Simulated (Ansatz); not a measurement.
# Chromium, bcc under PBE: convergence with the cold (Marzari-Vanderbilt) smearing

How small must the cold (Marzari-Vanderbilt) smearing width be for energy and pressure to settle? The geometry was relaxed under PBE beforehand and stays fixed; 7 values are run, from 0.01 to 1.0 eV. Wanted are the values from which on the energy stays within 10 and 1 meV/atom, and the pressure within 0.5 GPa, of the narrowest run. Within the series other settings stay, but some runs also write fields, which adds to their time. Spin polarisation is left out.

Method: DFT PBE, plane waves with PAW, scalar-relativistic, in Ansatz 0.2.0.

## Step 1: The structure to begin with

It takes space group Im-3m (No. 229, cubic). The conventional cell has a = 2.849 Å, b = 2.849 Å, c = 2.849 Å, α = 90.00°, β = 90.00°, γ = 90.00°. Cr (site symmetry m-3m) is surrounded by 8 Cr at 2.47 Å.

Coordinates:

```cif
data_structure
_symmetry_space_group_name_H-M 'P 1'
_symmetry_Int_Tables_number 1
_cell_length_a 2.4670
_cell_length_b 2.4670
_cell_length_c 2.4670
_cell_angle_alpha 109.471
_cell_angle_beta 109.471
_cell_angle_gamma 109.471
_cell_volume 11.56
loop_
_atom_site_label
_atom_site_type_symbol
_atom_site_fract_x
_atom_site_fract_y
_atom_site_fract_z
_atom_site_occupancy
Cr1 Cr 0.00000 0.00000 0.00000 1
```

## Step 2: Run at 0.01 eV

The run at 0.01 eV.

Input file input.yaml:

```yaml
crystal:
  lattice:
    - [-1.4243177237, 1.4243177237, 1.4243177237]
    - [1.4243177237, -1.4243177237, 1.4243177237]
    - [1.4243177237, 1.4243177237, -1.4243177237]
  atoms:
    - { symbol: Cr, position: [0.0, 0.0, 0.0] }
hamiltonian:
  xc: pbe
  pseudopotentials:
    kind: paw
    azcp:
      Cr: "pseudopotentials/Cr.paw.azcp"
basis:
  ecutwfc: 420
  fft_grid_basis: typed
kpoints:
  mp_grid: { grid: [15, 15, 15], shift: [0, 0, 0] }
magnetization:
  spin_polarized: false
scf:
  occupations: { method: cold, width: 0.01 }
  lower_state_search: "off"
output:
  stress: true
  write_density: true
  write_potential: true
  elf: true
  volumetric_format: npy
```

Command:

```sh
ansatz run input.yaml --threads 1 --pin off --max-ram 3584MiB --backend cpu --events-out ev --progress --plain --runs-dir out
```

## Step 3: Run at 0.03 eV

The run at 0.03 eV.

input.yaml, as its differences from that of step 2:

```diff
@@ -21,3 +21,3 @@
 scf:
-  occupations: { method: cold, width: 0.01 }
+  occupations: { method: cold, width: 0.03 }
   lower_state_search: "off"
@@ -25,5 +25 @@
   stress: true
-  write_density: true
-  write_potential: true
-  elf: true
-  volumetric_format: npy
```

## Step 4: Run at 0.1 eV

The run at 0.1 eV.

input.yaml, as its differences from that of step 3:

```diff
@@ -21,3 +21,3 @@
 scf:
-  occupations: { method: cold, width: 0.03 }
+  occupations: { method: cold, width: 0.1 }
   lower_state_search: "off"
@@ -25 +25,5 @@
   stress: true
+  write_density: true
+  write_potential: true
+  elf: true
+  volumetric_format: npy
```

## Step 5: Run at 0.2 eV

The run at 0.2 eV.

input.yaml, as its differences from that of step 4:

```diff
@@ -21,3 +21,3 @@
 scf:
-  occupations: { method: cold, width: 0.1 }
+  occupations: { method: cold, width: 0.2 }
   lower_state_search: "off"
```

## Step 6: Run at 0.3 eV

The run at 0.3 eV.

input.yaml, as its differences from that of step 5:

```diff
@@ -21,3 +21,3 @@
 scf:
-  occupations: { method: cold, width: 0.2 }
+  occupations: { method: cold, width: 0.3 }
   lower_state_search: "off"
@@ -25,5 +25 @@
   stress: true
-  write_density: true
-  write_potential: true
-  elf: true
-  volumetric_format: npy
```

## Step 7: Run at 0.6 eV

The run at 0.6 eV.

input.yaml, as its differences from that of step 6:

```diff
@@ -21,3 +21,3 @@
 scf:
-  occupations: { method: cold, width: 0.3 }
+  occupations: { method: cold, width: 0.6 }
   lower_state_search: "off"
```

## Step 8: Run at 1.0 eV

The run at 1.0 eV.

input.yaml, as its differences from that of step 7:

```diff
@@ -21,3 +21,3 @@
 scf:
-  occupations: { method: cold, width: 0.6 }
+  occupations: { method: cold, width: 1.0 }
   lower_state_search: "off"
```

(Steps that only read results are left out.)

Before running it: what results should come out?

The runs gave:

```
                                           quantity                       value
       E(σ → 0) stays within 10 meV/atom of 0.01 eV                up to 0.3 eV
                   E(σ → 0) stays within 1 meV/atom                up to 0.1 eV
                      pressure stays within 0.5 GPa                up to 0.3 eV
                                pressure at 0.01 eV                   -0.27 GPa
energy of a separate run on a finer mesh (25×25×25)  -6.9 meV/atom from 0.01 eV
```

At 1.0 eV the energy differs by -10.7 meV/atom and the pressure by -2.8 GPa. Over the range F shifts by +52.4 meV/atom, while E(σ → 0) shifts by -10.7. This scheme cancels the term in the square of the width, so F moves little up to 0.2 eV. The mesh (15×15×15) is fixed, so the narrowest widths carry a k-point error of their own. The yardstick itself is unsettled by 6.9 meV/atom against the finer mesh, so the thresholds above hold only within this series, and wider smearing, which averages over more states, can land nearer the fine-mesh value than the narrowest does. The cell taken over is 4 % smaller than the measured one (11.99 Å³/atom, COD).
